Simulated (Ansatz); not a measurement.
Diamond, treated with r²SCAN0 (Ansatz, a program for electronic structure, plane waves, PAW).

Settings: plane-wave cutoff 520 eV, 12×12×12 k mesh, Fermi–Dirac smearing 0.01 eV, scalar-relativistic PAW data made under PBE.

Cell (measured lattice):

```cif
data_C2
_chemical_formula_sum 'C2'
_space_group_name_H-M_alt 'P 1'
_space_group_IT_number 1
_cell_length_a 2.52225
_cell_length_b 2.52225
_cell_length_c 2.52225
_cell_angle_alpha 60.000
_cell_angle_beta 60.000
_cell_angle_gamma 60.000
loop_
_space_group_symop_operation_xyz
  'x, y, z'
loop_
_atom_site_label
_atom_site_type_symbol
_atom_site_fract_x
_atom_site_fract_y
_atom_site_fract_z
_atom_site_occupancy
C1 C 0.00000 0.00000 0.00000 1
C2 C 0.25000 0.25000 0.25000 1
```

What does this level give for the band gap, smallest direct gap on the k points sampled and width of the whole s-p valence band?


* **band gap**: 6.13 eV (indirect)
* **smallest direct gap on the k points sampled**: 7.83 eV
* **width of the whole s-p valence band**: 24.35 eV

Note: cell and atoms aren't relaxed at this level (pressure -10.5 GPa).
